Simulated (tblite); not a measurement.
Run record: tight-binding relaxation, `CP/C=C\[PH2+]C`.

Computed with GFN2-xTB geometry optimisation, gas phase (tblite 0.8.0). Start geometry: from a force field or distance geometry. The input is one job of a driver script: a line of settings, then coordinates in Å.

Command:
```bash
OMP_NUM_THREADS=1 python probes_run.py task.json out
```

Input:
```
{"job": {"kind": "relax", "xc": "GFN2-xTB", "basis": "xTB"}, "charge": 1, "multiplicity": 1}
C      2.677100    -0.531200     1.268900
P      1.021000     0.256900     1.495100
C      0.855400     1.100700    -0.119100
C     -0.332400     1.203500    -0.763100
P     -1.863500     0.560000    -0.184100
C     -2.041100    -0.952400    -1.146100
H      3.459100     0.230900     1.237500
H      2.711900    -1.099000     0.344300
H      2.886800    -1.213800     2.098900
H      0.207500    -0.882100     1.274400
H      1.714600     1.559500    -0.588100
H     -0.345800     1.721400    -1.703300
H     -1.833000     0.360800     1.214400
H     -2.882400     1.501700    -0.431400
H     -1.216600    -1.631100    -0.928800
H     -2.051100    -0.732700    -2.202700
H     -2.974600    -1.441200    -0.876500
```

Output:
```
step      E/eV     max force
  0    -509.70951    1.463
  1    -509.76847    0.982
  2    -509.81347    0.477
  3    -509.85216    0.537
  4    -509.86559    0.307
  5    -509.87504    0.274
  6    -509.88017    0.210
  7    -509.88709    0.211
  8    -509.89277    0.210
  9    -509.89651    0.127
... (124 lines left out)
134    -510.06654    0.020
135    -510.06664    0.019
136    -510.06670    0.019
137    -510.06676    0.018
138    -510.06683    0.014
139    -510.06688    0.012
140    -510.06691    0.012
141    -510.06694    0.011
142    -510.06696    0.010
143    -510.06697    0.006
```

«max force» is the largest atomic force in eV/Å.

Question: From which step on does the largest force stay under 0.1 eV/Å, and how much energy is left to gain from there?

Answer: From step 102 (0.045 eV/Å), 7.5 meV above the end.

Main results: energy lowered by 8.2 kcal/mol over 143 steps; largest atomic force 0.006 eV/Å at the end.
Labels such as C1 count atoms from 1, the log's own numbers from 0.
